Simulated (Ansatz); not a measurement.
Basis-set extrapolation for `CBO` (PBE0-D4/def2-TZVP geometry, frozen core, the Gaussian-basis code of Ansatz). Multiplicity 1, RHF reference.

```csv
,def2-TZVPP,def2-QZVPP
HF,-140.441112,-140.448090
MP2 correlation,-0.524027,-0.561492
CCSD(T) correlation,-0.570622,not run
```

Energies in hartree. Use E(X) = E(∞) + A·exp(−7.88·√X) for Hartree–Fock and E(X) = E(∞) + B·X^(−2.97) for correlation, with X = 3 and 4, and add CCSD(T) minus MP2 of the smaller set to the MP2 limit.

Task: What is the CCSD(T) energy at the basis-set limit?

Result: HF limit: -140.448090 + (-0.006978) × 0.13774 = -140.44905. MP2 limit: -0.561492 + (-0.037465) × 0.74074 = -0.58924. Higher-order term: -0.570622 − (-0.524027) = -0.04659. Total: -141.08488 hartree, 192.0 kJ/mol below CCSD(T)/def2-TZVPP.
